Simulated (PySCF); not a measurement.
## Mayer bond orders and bond lengths

C₄H₉NO.
SMILES with atom numbers: `[CH3:1][CH2:2][CH2:3][NH:4][CH:5]=[O:6]` (hydrogens: H7, H8, H9 on C1; H10, H11 on C2; H12, H13 on C3; H14 on N4; H15 on C5)

Cartesian coordinates in Å at the GFN2-xTB level; atoms count from 1:
```
atom  x, y, z in Å
C1    -1.580    0.642   -0.130
C2    -1.045   -0.781   -0.229
C3     0.322   -0.923    0.441
N4     1.328   -0.112   -0.209
C5     1.951    0.906    0.409
O6     1.798    1.228    1.560
H7    -1.684    0.933    0.912
H8    -2.551    0.720   -0.612
H9    -0.901    1.344   -0.610
H10   -0.964   -1.074   -1.279
H11   -1.739   -1.469    0.256
H12    0.275   -0.579    1.476
H13    0.637   -1.972    0.427
H14    1.494   -0.282   -1.188
H15    2.654    1.428   -0.269
```

Bond orders from the PBE0/pcSseg-1 density (PySCF). Geometry: GFN2-xTB, one conformer, isolated molecule.

Task: Where do the orders between heavy atoms depart from those drawn in the SMILES?

Result: The largest departure is 0.193, at N4–C5 (drawn single, 1.193). Drawn single, order above 1.12: N4–C5 (1.193).

Task: Give the Mayer order of every bond between heavy atoms, beside its length.

Result: 
| bond | drawn as | length (Å) | Mayer order |
| --- | --- | --- | --- |
| C1–C2 | single | 1.523 | 1.049 |
| C2–C3 | single | 1.529 | 1.038 |
| C3–N4 | single | 1.446 | 0.896 |
| N4–C5 | single | 1.344 | 1.193 |
| C5–O6 | double | 1.205 | 1.902 |

By pair of heavy elements: C–C: all 2 within 0.02 of one another (1.038 to 1.049). C–N: lowest C3–N4 (0.896, 1.446 Å), highest N4–C5 (1.193, 1.344 Å).

Task: And the bonds to hydrogen?

Result: C–H: 0.93 to 0.97 (8 bonds); H–N: 0.93 (1 bond).

Task: Sum the orders of all bonds at each heavy atom with more than one neighbour and set the sums beside the valence in the SMILES.

Result: C1 3.947 (drawn 4), C2 3.992 (drawn 4), C3 3.827 (drawn 4), N4 3.018 (drawn 3), C5 4.029 (drawn 4). Orders between atoms that aren't bonded are not in these sums.

For a closed shell the Mayer order of atoms A and B is Σ (PS)μν (PS)νμ over the basis functions μ on A and ν on B, with P the density and S the overlap matrix.

The run behind these numbers computed NMR shieldings as well. Time: 16 s wall. Hardware: an Arm Neoverse V1 with one thread, on a shared host.
